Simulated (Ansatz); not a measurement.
**Worked example: vertical energy of the quartet above the doublet of OH (SMILES [OH])**

OH has 2 atoms, charge 0, and is taken as a doublet. SMILES: `[OH]`. Geometry: relaxed at PBE0-D4/def2-TZVP.

```xyz
2

O     0.4159   -0.1331    0.2145
H    -0.4159    0.1331   -0.2145
```

Both states at this one shape; open shells run unrestricted unless said. 1 Eh = 27.2114 eV.

```tsv
level	program	doublet OH (Eh)	quartet OH (Eh)
UHF/aug-cc-pVTZ	Ansatz	-75.421514	-75.195068
USVWN5/aug-cc-pVTZ	Ansatz	-75.200451	-74.915490
```

Work out the vertical gap, second state less first, at each level.


1. UHF/aug-cc-pVTZ: -75.195068 − (-75.421514) = 0.226446 Eh = 6.16 eV.
2. USVWN5/aug-cc-pVTZ: -74.915490 − (-75.200451) = 0.284961 Eh = 7.75 eV.

No measured value is set beside it here; the levels span 6.16 to 7.75 eV. Hartree–Fock favours the state with fewer electron pairs, since it lacks pair correlation.
